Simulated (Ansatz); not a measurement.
```yaml
crystal:
  periodic: [false, false, false]
  atoms:
    - {symbol: Mn, position_ang: [0.000000, 0.000000, 0.000000]}
    - {symbol: B, position_ang: [0.000000, 0.000000, 2.230000]}
basis:
  gaussian: {orbitals: def2-TZVP}
total_charge: 1
magnetization: {spin_polarized: true, initial_magnetization: 3}
hamiltonian: {xc: pbe0}
relax: {f_tol: 0.004, max_steps: 80}
```

```sh
$ ansatz run in.yaml --threads 1 --pin off --events-out ev --progress --plain --max-ram 2176MiB
```

Steps of the relaxation (energy above the last step; positions in Å, forces in eV/Å):

```
2
step 1, 206.8 meV
Mn    0.000    0.000    0.000    0.000    0.000    1.524
B     0.000    0.000    2.230    0.000    0.000   -1.524
```

```
2
step 2, 7.1 meV
Mn    0.000    0.000    0.098    0.000    0.000    0.353
B     0.000    0.000    2.132    0.000    0.000   -0.353
```

```
2
step 3, 0.0 meV
Mn    0.000    0.000    0.119    0.000    0.000   -0.023
B     0.000    0.000    2.111    0.000    0.000    0.023
```

```
2
step 4, 0.0 meV
Mn    0.000    0.000    0.118    0.000    0.000   -0.001
B     0.000    0.000    2.112    0.000    0.000    0.001
```

Close pairs at the end: Mn1–B2 1.994 Å.

A stationary point of unrestricted PBE0 after 4 steps, with ⟨S²⟩ = 5.079 against 3.75 for a pure state. 34 s on 1 thread of Intel Xeon Platinum 8488C, shared host.
